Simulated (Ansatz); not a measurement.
# What a trial cell of SbBr relaxes into

All numbers below come from DFT PBE, scalar-relativistic, plane waves, PAW (Ansatz 0.2.0). Cutoff 420 eV, Γ-centred k mesh, Gaussian smearing, no spin polarisation in the final step.

The start puts SbBr on the litharge structure type (P4/nmm, No. 129), with Sb in place of Pb, Br in place of O, at a guessed volume.

```
Sb Br
1.0
     4.56051    0.00000    0.00000
     0.00000    4.56051    0.00000
     0.00000    0.00000    5.76260
Sb Br
2 2
Direct
  0.00000 0.50000 0.23510
  0.50000 0.00000 0.76490
  0.00000 0.00000 0.00000
  0.50000 0.50000 0.00000
```

Cell and atoms relax at zero pressure; the relaxation can't lower the symmetry of the start. After a coarse first stage the cell is made exact in the group found at 0.06 Å.

Formation energies are uncorrected and refer to the elements' standard structures at the same level.

Q: Describe the relaxed structure.

A: It keeps P4/nmm (No. 129), but not the shape of the type it started on. Conventional cell: a = 4.703 Å, c = 4.968 Å. Sb has 4 Br at 3.21 Å, 4 Sb at 3.38 Å and 4 Br at 3.64 Å; Br has 4 Sb at 3.21 Å, 4 Br at 3.33 Å and 4 Sb at 3.64 Å.

```
Sb Br
1.0
     4.70250    0.00000    0.00000
     0.00000    4.70250    0.00000
     0.00000    0.00000    4.96773
Sb Br
2 2
Direct
  0.00000 0.50000 0.44132
  0.50000 0.00000 0.55868
  0.00000 0.00000 0.00000
  0.50000 0.50000 0.00000
```

Q: What are its volume, energy, density and gap?

A: The volume per atom is 27.46 Å³ and the density is 6.10 g/cm³. The energy over the elements is 0.19 eV/atom and the gap on the 10×10×10 mesh is 0 eV (a metal).

The final run used a 10×10×10 mesh on its 4-atom cell and 0.10 eV smearing. For metals, differences of a few meV/atom aren't resolved. Spin–orbit coupling is left out. A structure relaxed within its symmetry needn't be a true minimum.

Cost: 3 runs of about 2.7 core-minutes in all, on Intel Xeon Platinum 8488C (Sapphire Rapids) (shared hosts).